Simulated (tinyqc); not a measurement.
Inside a calculation. Method: RKS/PBE in the sto-3g basis, for HF, spin multiplicity 1. One step of it, computed by the program tinyqc.

Task: Orthogonalisation. S = U s U^T; symmetric (Loewdin) form X = U s^(-1/2) U^T, so that X^T S X = 1.

overlap S, lower triangle:
```
           1F 1s     1F 2s    1F 2px    1F 2py    1F 2pz     2H 1s
1F 1s   1.000000
1F 2s   0.237990  1.000000
1F 2px  0.000000  0.000000  1.000000
1F 2py  0.000000  0.000000  0.000000  1.000000
1F 2pz  0.000000  0.000000  0.000000  0.000000  1.000000
2H 1s   0.060272  0.507049  0.000000  0.000000  0.376485  1.000000
```

Give: eigenvalues of S; X.

Result:

eigenvalues of S: 0.3540  0.8465  1.0000  1.0000  1.1190  1.6806

X, lower triangle:
```
          1F 1s    1F 2s  1F 2px  1F 2py   1F 2pz   2H 1s
1F 1s    1.0235
1F 2s   -0.1362   1.1670
1F 2px   0.0000   0.0000  1.0000
1F 2py   0.0000   0.0000  0.0000  1.0000
1F 2pz  -0.0093   0.1054  0.0000  0.0000   1.0767
2H 1s    0.0253  -0.3539  0.0000  0.0000  -0.2584  1.2172
```
